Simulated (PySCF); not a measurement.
## From orbital energies to excitation energies

Coumarin, C₉H₆O₂.
Cartesian coordinates in Å at the PBE0-D3(BJ)/def2-SVP level; atoms count from 1:
```
atom  x, y, z in Å
O1    -3.1450   -2.0324    0.5751
C2    -2.2963   -1.2049    0.4029
C3    -2.5074    0.2371    0.3139
C4    -1.4827    1.0927    0.1084
C5    -0.1368    0.6009   -0.0290
C6     0.9832    1.4201   -0.2486
C7     2.2485    0.8675   -0.3705
C8     2.4129   -0.5207   -0.2734
C9     1.3223   -1.3524   -0.0563
C10    0.0507   -0.7903    0.0649
O11   -0.9878   -1.6257    0.2735
H12   -3.5405    0.5682    0.4226
H13   -1.6602    2.1699    0.0432
H14    0.8385    2.5009   -0.3220
H15    3.1139    1.5104   -0.5419
H16    3.4093   -0.9580   -0.3697
H17    1.4268   -2.4356    0.0220
```

Method used: TDDFT B3LYP/def2-SVPD, vertical, gas phase, core orbitals frozen in the response in PySCF 2.14.0, density-fitted response routines.

Orbital energies (eV): HOMO-3 -9.13, HOMO-2 -7.94, HOMO-1 -7.41, HOMO -6.89, LUMO -2.28, LUMO+1 -0.90, LUMO+2 -0.54.

Computed singlets:

```tsv
state	E (eV)	f
S1	4.15	0.115
S2	4.49	0.0000
S3	4.61	0.161
S4	5.39	0.019
S5	5.77	0.119
S6	6.08	0.0004
S7	6.12	0.291
S8	6.34	0.0001
S9	6.38	0.310
S10	6.39	0.0057
```

**Question.** Assign a leading configuration to S1, S2, S3 and S9 and set E beside the orbital difference Δε.

**Answer.** 

```
state  leading configuration  weight  Δε (eV)  E (eV)  E − Δε (eV)       f    other configurations
   S1              HOMO→LUMO    0.81     4.61    4.15        -0.46   0.115             H-1→L (13%)
   S2            HOMO-2→LUMO    0.95     5.66    4.49        -1.17  0.0000                       –
   S3            HOMO-1→LUMO    0.73     5.13    4.61        -0.52   0.161  H→L (14%), H→L+1 (10%)
   S9          HOMO-1→LUMO+2    0.68     6.87    6.38        -0.49   0.310             H→L+1 (10%)
```

E − Δε runs from -1.17 to -0.46 eV. By orbital difference alone the order would be S1, S3, S2, S9.

H and L stand for HOMO and LUMO. The other states: S4 5.39 eV, f 0.019, H→L+1 (47%), H→L+2 (24%), H-1→L+2 (11%); S5 5.77 eV, f 0.119, H→L+2 (54%), H→L+1 (19%), H-3→L (15%); S6 6.08 eV, f 0.0004, H-2→L+1 (49%), H-2→L+2 (36%), H-4→L (9%); S7 6.12 eV, f 0.291, H-1→L+1 (50%), H-3→L (31%), H→L+1 (11%); S8 6.34 eV, f 0.0001, H-4→L (73%), H-2→L+1 (24%); S10 6.39 eV, f 0.0057, H→L+3 (97%).

**Question.** Pair triplets and singlets of the same leading configuration (75% or more in both) and give the splittings.

**Answer.** 

| configuration | triplet | E(T) (eV) | singlet | E(S) (eV) | E(S) − E(T) (eV) |
| --- | --- | --- | --- | --- | --- |
| HOMO→LUMO | T1 | 3.01 | S1 | 4.15 | +1.15 |
| HOMO-2→LUMO | T3 | 4.18 | S2 | 4.49 | +0.31 |

The 4 triplets are Tamm–Dancoff values, the singlets full response.

Summed over the main configurations (up to three a state, each over 8%) of all 10 singlets, the electron leaves HOMO with weight 3.65, HOMO-1 with weight 2.16, HOMO-2 with weight 2.04 and HOMO-4 with weight 0.82.
